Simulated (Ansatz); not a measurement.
**Property card for CaFe₂P₂**

Level of theory: DFT PBEsol, scalar-relativistic, plane waves, PAW in Ansatz 0.2.0.

Settings: cutoff 420 eV, Γ-centred mesh 14×14×14 on the computed 5-atom cell, Gaussian smearing of 0.10 eV; no spin polarisation.

The structure is relaxed at this level of theory with its symmetry kept. Whether it is the stable form of this composition wasn't checked.

Space group I4/mmm (No. 139). a = 3.787 Å, b = 3.787 Å, c = 9.641 Å, α = 90.00°, β = 90.00°, γ = 90.00°
```json
{"atom": "Ca", "site": "2a", "symmetry": "4/mmm", "x": "0.0000", "y": "0.0000", "z": "0.0000"}
{"atom": "Fe", "site": "4d", "symmetry": "-4m2", "x": "0.0000", "y": "0.5000", "z": "0.2500"}
{"atom": "P", "site": "4e", "symmetry": "4mm", "x": "0.0000", "y": "0.0000", "z": "0.3620"}
```

(1) Formation energy from the elements' standard states (uncorrected)?

(2) Density of states at the Fermi level?

(3) Löwdin character within 0.5 eV of the Fermi level?

(4) Bulk modulus?

(5) Its pressure derivative?

(6) Bader charges (e)?

A ferromagnetic start lost its moments in a first run, so spin was left out; other magnetic orders weren't tried.

## Answers

(1) -0.967 eV/atom.

(2) 1.86 states/eV per cell.

(3) Fe 3d 65 %, P 3p 15 %, unprojected 13 %.

(4) 99 GPa.

(5) 8.3.

(6) Ca (1 in the cell) 1.31, Fe (2 in the cell) 0.07, P (2 in the cell) -0.72.

Cost: 6 runs of about 9 core-minutes in all, on Intel Xeon Platinum 8488C (Sapphire Rapids) (shared hosts).